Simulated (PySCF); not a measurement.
Structure problem from calculated spectra and properties.

Formula: C3H3F3.

- 1H NMR: chemical shifts (computed TMS as zero) by class: 6.23 (1 H), 6.00 (1 H), 5.90 (1 H) ppm [GIAO PBE0/pcSseg-1]
- Rotational structure: rotational constants A, B, C: 5.477, 2.957, 2.883 GHz [PBE0-D3(BJ)/def2-SVP]
- NMR, other nuclei: isotropic shieldings of nuclei other than C and H, by class: 260 (3 F) ppm [GIAO PBE0/pcSseg-1]
- Dipole: 2.34 D [PBE0/pcSseg-1]
- Couplings: largest of the computed one-bond spin–spin couplings (means over like bonds): 19F–13C -335.8 (×3), 13C–1H +174.2, 13C–1H +173.0, 13C–1H +171.5, 13C–13C +82.8, 13C–13C +81.4 Hz [B3LYP/pcJ-1]
- 13C NMR: chemical shifts (computed TMS as zero) by class: 136.1 (1 C), 131.0 (1 C), 127.2 (1 C) ppm [GIAO PBE0/pcSseg-1]

The electronic properties come from PySCF, for the isolated species, density fitting. Levels stand in brackets. Isolated species at its PBE0-D3(BJ)/def2-SVP geometry, gas phase. NMR classes are plain means over equivalent atoms (diastereotopic ones count apart unless rotation or inversion swaps them), as if these changed places fast.

Question: Propose a structure and show how it fits.

Answer: Numbering: `[CH2:1]=[CH:2][C:3]([F:4])([F:5])[F:6]`. Its formula, C3H3F3, gives 1 degree of unsaturation: 0 rings and 1 π bond in the structure found. 3 carbons fall into 3 classes; from least to most shielded: alkene CH carbon [C2] (136.1 ppm), terminal =CH2 carbon [C1] (131.0 ppm), CF3 carbon [C3] (127.2 ppm). Hydrogen classes from least to most shielded: 1 H on a terminal =CH2 carbon, C1 (6.23 ppm), 1 H on an alkene CH carbon, C2 (6.00 ppm), 1 H on a terminal =CH2 carbon, C1 (5.90 ppm). The other shieldings belong to: 260 ppm, fluorine of a CF3 group [F4/F5/F6]. The couplings run between: -335.8 Hz, fluorine of a CF3 group [F4] and CF3 carbon [C3] (with 2 like pairs); +174.2 Hz, alkene CH carbon [C2] and its hydrogen; +173.0 Hz, terminal =CH2 carbon [C1] and its hydrogen; +171.5 Hz, terminal =CH2 carbon [C1] and its hydrogen; +82.8 Hz, terminal =CH2 carbon [C1] and alkene CH carbon [C2]; +81.4 Hz, alkene CH carbon [C2] and CF3 carbon [C3]. The optimised geometry has point group Cs and is an asymmetric top. Structure: `C=CC(F)(F)F`. The assignments are read from this structure; whether some other isomer fits the data as well wasn't checked.

Shape of the structure used: `[CH2:1]=[CH:2][C:3]([F:4])([F:5])[F:6]`: C1–C2–C3–F4 0°.
